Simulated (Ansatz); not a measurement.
# Which is lower?

Two relaxed structures of C2H3N, singlet (PBE0-D4/def2-TZVP; forces vanish, vibrations not checked).

A:

| atom | x (Å) | y (Å) | z (Å) |
| --- | --- | --- | --- |
| C1 | -0.5128 | 0.3893 | -0.6512 |
| C2 | 0.2795 | 0.1676 | 0.2249 |
| N3 | 1.1234 | -0.1252 | 1.2284 |
| H4 | -1.2111 | 0.5878 | -1.4270 |
| H5 | 1.2689 | 0.6190 | 1.8939 |
| H6 | 1.9897 | -0.5575 | 0.9445 |

B:

```tsv
atom	x (Å)	y (Å)	z (Å)
C1	-0.8189	0.1116	-0.5088
C2	0.2358	0.0695	0.2592
N3	1.1717	0.1181	1.0361
H4	-0.8270	0.7412	-1.3878
H5	-1.6855	-0.4918	-0.2763
H6	1.9239	-0.5486	0.8776
```

Program: Ansatz 0.2.0. Basis: def2-TZVPP. Cores are frozen in the correlated methods. B3LYP uses VWN-RPA correlation.

**Question.** Which structure is lower at CCSD(T), and by how much? (An estimate is asked for; the value comes from the calculation.)

**Answer.** By the calculation: B, by 62.5 kJ/mol (electronic energy, against the other). By their contacts, A is C₂H₃N (C#CN) and B is C₂H₃N (C=C=N).

All methods give the same order:

```csv
method,E(B) − E(A) (kJ/mol)
PBE-D4,-78.4
r2SCAN-D4,-79.1
PBE0-D4,-70.7
B3LYP-D4,-72.4
wB97M-V,-65.4
HF,-59.5
MP2,-53.8
CCSD,-59.7
CCSD(T),-62.5
```

No T1 diagnostic of these runs exceeds 0.015.

For scale, one of the runs: CCSD(T)/def2-TZVPP, 135 basis functions, launched by `ansatz run in.yaml --threads 2 --pin off --events-out ev --progress --plain --max-ram 4352MiB`. The run took 8 s on 2 CPU threads of an Arm Neoverse V2 (shared host), with 0.73 GiB of host memory at its peak.
